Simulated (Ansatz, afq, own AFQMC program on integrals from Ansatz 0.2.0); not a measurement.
# Where AFQMC and coupled cluster stand for SiNH, singlet

```json
{"atom": "Si", "x (Å)": "0.0000", "y (Å)": "0.0330", "z (Å)": "0.6059"}
{"atom": "N", "x (Å)": "0.0000", "y (Å)": "-0.1138", "z (Å)": "-1.0890"}
{"atom": "H", "x (Å)": "0.0000", "y (Å)": "0.6631", "z (Å)": "-1.7496"}
```

Connectivity, by distances: Si–NH.

Basis cc-pVDZ. Only valence electrons are correlated. AFQMC by an in-house program on the Cholesky factors that Ansatz 0.2.0 writes for its CCSD(T) run. The CISD trial takes its coefficients from CCSD amplitudes. Released means that phaseless walkers are propagated on without the constraint, phases kept. Error bars are statistical, one sigma.

Determinant: UHF, the one that the program's search chose, which needn't be the lowest solution. The geometry is a PBE0/def2-TZVP stationary point of this or a neighbouring charge and spin state.

No full CI on the walks' own integrals is used here; CCSDTQ serves as the reference and is uncertain by about the last step of the cluster series.

Cautions: an unrestricted solution with more broken spin lies lower (145 meV, ⟨S²⟩ 0.47), while this determinant keeps restricted orbitals; strong correlation (T1 0.036, weight of the determinant 0.84, largest double 0.12).

```
T1 diagnostic                               : 0.0356
weight of the determinant in the CISD state : 0.845
⟨S²⟩ of the determinant                     : 0.000
size of the correlated space                : 10 electrons in 31 orbitals
```

Reference: CCSDTQ, correlation energy -8.024 eV. The released energy is read at 2.40 1/Eh (meV from the phaseless value at times in 1/Eh: -3 ± 5 at 0.24, -5 ± 5 at 0.51, -16 ± 3 at 0.99, -10 ± 3 at 1.62, -2 ± 5 at 2.40).

```
         level  E − E(reference) (meV)  share of correlation (%)
            HF                  8024.3                      0.00
           MP2                   814.5                     89.85
          CCSD                   464.5                     94.21
       CCSD(T)                    62.7                     99.22
         CCSDT                    41.8                     99.48
      CCSDT(Q)                   -14.7                    100.18
   ph-AFQMC/HF           -103.0 ± 33.1                    101.28
 ph-AFQMC/CISD              11.6 ± 8.3                     99.86
released AFQMC               9.2 ± 5.3                     99.89
```

CCSDT and higher add their correlation energy to the determinant of the CCSD(T) run, since their own runs factorise the integrals more tightly (a shift of under 2 meV). A walk keeps the symmetry of its determinant, which the program's search chose and which needn't be the lowest solution, so a lower state of the same spin and another symmetry isn't excluded. Released energies are given only where the last usable release times agree within the noise; a slower fall can still hide under it.
